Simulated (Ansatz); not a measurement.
Reaction (cleavage of the B–B bond): `BB[SiH3]` + HCl → `[SiH3]BCl` + BH₃

Program: Ansatz. Geometries: PBE0-D4/def2-TZVP. ΔE: electronic, gas phase. CCSD(T)/CBS is the MP2 limit (def2-TZVPP, def2-QZVPP) plus CCSD(T) − MP2 in def2-TZVPP, frozen cores. This one scheme is used for every species. DFT in def2-TZVPP. B3LYP here is the variant with VWN-RPA as its local correlation; programs differ in this. HSE06 is defined as in plane-wave codes.

```json
{"level": "BLYP-D4", "ΔE (kJ/mol)": "-69.9", "difference from CCSD(T)/CBS": "10.0"}
{"level": "r2SCAN-D4", "ΔE (kJ/mol)": "-66.8", "difference from CCSD(T)/CBS": "13.1"}
{"level": "B97M-V", "ΔE (kJ/mol)": "-59.0", "difference from CCSD(T)/CBS": "20.9"}
{"level": "B3LYP-D4", "ΔE (kJ/mol)": "-73.9", "difference from CCSD(T)/CBS": "6.0"}
{"level": "r2SCAN0-D4", "ΔE (kJ/mol)": "-72.2", "difference from CCSD(T)/CBS": "7.7"}
{"level": "HSE06-D4", "ΔE (kJ/mol)": "-68.1", "difference from CCSD(T)/CBS": "11.8"}
{"level": "BHLYP-D4", "ΔE (kJ/mol)": "-81.2", "difference from CCSD(T)/CBS": "-1.3"}
{"level": "HF/def2-TZVPP", "ΔE (kJ/mol)": "-93.4", "difference from CCSD(T)/CBS": "-13.5"}
{"level": "CCSD(T)/def2-TZVPP", "ΔE (kJ/mol)": "-81.5", "difference from CCSD(T)/CBS": "-1.6"}
{"level": "CCSD/CBS(def2)", "ΔE (kJ/mol)": "-79.3", "difference from CCSD(T)/CBS": "0.6"}
{"level": "CCSD(T)/CBS", "ΔE (kJ/mol)": "-79.9", "difference from CCSD(T)/CBS": "0"}
```

Q: What do rigid-rotor, harmonic-oscillator terms from PBE0-D4/def2-TZVP frequencies (298.15 K, 1 bar) make of the CCSD(T)/CBS value? (An estimate is asked.)

A: Computed: ΔZPE = +4.1 kJ/mol, ΔH = -76.8 kJ/mol, ΔS = -3 J/(mol·K), ΔG = -76.1 kJ/mol. Modes under 50 cm⁻¹ make the entropy rough.

Largest T1 diagnostic among the species: 0.015.

Leaving LDA and LC-ωPBE aside and taking each functional with its dispersion term where it has one, the values spread over 22.2 kJ/mol, from BHLYP-D4 to B97M-V. LDA lies +8.3 kJ/mol from PBE without D4. From BLYP to BHLYP (50 % exact exchange), in def2-TZVPP and without D4, ΔE moves by −11.0 kJ/mol. At CCSD(T), def2-SVP lies −13.1 kJ/mol from the extrapolated value and def2-TZVPP −1.6 kJ/mol.
